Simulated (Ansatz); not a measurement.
in.yaml

```yaml
crystal:
  periodic: [false, false, false]
  atoms:
    - {symbol: Ge, position_ang: [0.084376, 0.005225, 1.714098]}
    - {symbol: B, position_ang: [-0.080498, 0.013599, -0.248909]}
    - {symbol: O, position_ang: [-0.003878, -0.018825, -1.465189]}
basis:
  gaussian: {orbitals: cc-pVDZ, fitting: {mean_field: def2-universal-jkfit}}
magnetization: {spin_polarized: true, initial_magnetization: 3}
correlation: {method: ccsd_t, electrons: outside_noble_gas}
output: {forces: true}
```

```sh
$ ansatz run in.yaml --threads 1 --pin off --events-out ev --progress --plain --max-ram 2393MiB
```

(1) Roughly how long does this take on 1 thread of Arm Neoverse V1, shared host, and how much host memory?

```
418 factors; integrals over basis functions are off by at most 8.9e-2 eV
mean field evaluation 1: about -59175.8828 eV, gradient 2.8e1 eV
mean field evaluation 2: about -59177.2677 eV, gradient 2.8e1 eV
mean field evaluation 4: about -59180.7517 eV, gradient 2.0e0 eV
mean field evaluation 8: about -59180.9218 eV, gradient 7.1e-3 eV
mean field evaluation 16: about -59180.9189 eV, gradient 2.6e-1 eV
mean field evaluation 32: about -59171.7746 eV, gradient 2.3e1 eV
mean field evaluation 64: about -59172.9627 eV, gradient 2.5e0 eV
mean field evaluation 96: about -59174.2176 eV, gradient 4.5e0 eV
mean field evaluation 128: about -59175.6109 eV, gradient 8.0e-1 eV
mean field evaluation 160: about -59178.7400 eV, gradient 1.2e-2 eV
mean field evaluation 192: about -59175.5345 eV, gradient 1.3e-1 eV
mean field evaluation 224: about -59175.7890 eV, gradient 5.1e-1 eV
mean field evaluation 256: about -59174.6654 eV, gradient 5.2e0 eV
mean field evaluation 288: about -59175.0510 eV, gradient 2.4e-1 eV
mean field evaluation 320: about -59176.8880 eV, gradient 4.9e0 eV
mean field evaluation 352: about -59173.8863 eV, gradient 2.5e-3 eV
mean field -59180.92180058 eV, -2174.8587619016 hartree, gradient 4.5e-6 eV, S^2 3.754055; 5 other end points of the search recorded, 0 dependent functions left out
determinant -59180.92180058 eV, -2174.8587619016 hartree, with singles and doubles -59189.44414426 eV, -2175.1719522552 hartree
determinant -59178.74924289 eV, -2174.7789218791 hartree, with singles and doubles -59186.43076321 eV, -2175.0612125443 hartree
determinant -59178.74000946 eV, -2174.7785825569 hartree, with singles and doubles -59186.41694442 eV, -2175.0607047130 hartree
determinant -59178.72617600 eV, -2174.7780741867 hartree, with singles and doubles -59186.44026594 eV, -2175.0615617633 hartree
16 core orbitals not correlated: weight in the atoms' cores, before any rotation towards them, 0.999 or more for the frozen orbitals, at most 0.000 for the correlated occupied ones
reference -59180.92180058 eV, -2174.8587619016 hartree; 8, 5 occupied and 31, 34 virtual orbitals, 418 factors
second order -8.17485758 eV of doubles, -0.00000000 eV of singles
cycle   1  -8.52523724 eV  change   -2.9e-3 eV  update   2.3e-3
cycle   2  -8.52438600 eV  change    8.5e-4 eV  update   1.8e-3
cycle   3  -8.52460094 eV  change   -2.1e-4 eV  update   1.1e-3
cycle   4  -8.52558218 eV  change   -9.8e-4 eV  update   3.2e-4
cycle   5  -8.52610385 eV  change   -5.2e-4 eV  update   1.3e-4
cycle   6  -8.52611579 eV  change   -1.2e-5 eV  update   3.6e-5
cycle   7  -8.52614980 eV  change   -3.4e-5 eV  update   1.7e-5
cycle   8  -8.52613191 eV  change    1.8e-5 eV  update   8.8e-6
cycle   9  -8.52612533 eV  change    6.6e-6 eV  update   4.0e-6
cycle  10  -8.52612818 eV  change   -2.8e-6 eV  update   2.2e-6
cycle  11  -8.52612918 eV  change   -1.0e-6 eV  update   1.0e-6
perturbative correction -0.34672106 eV, -0.0127417640 hartree
the calculation of the forces begins
Total energy: -59189.79465082 eV, -2175.1848331338 hartree
Atom 0 at     0.084376     0.005225     1.714098 Å, force    -0.088588     0.027839     0.686386 eV/Å
Atom 1 at    -0.080498     0.013599    -0.248909 Å, force     0.301814    -0.067849    -0.324576 eV/Å
Atom 2 at    -0.003878    -0.018825    -1.465189 Å, force    -0.213227     0.040011    -0.361810 eV/Å
Dipole moment:    -0.005297     0.009746     0.643880 e Å
```

Forces (eV/Å):
```
Ge  -0.089  0.028  0.686
B    0.302 -0.068 -0.325
O   -0.213  0.040 -0.362
```

Results:

(1) 14 s wall and 0.15 GiB.
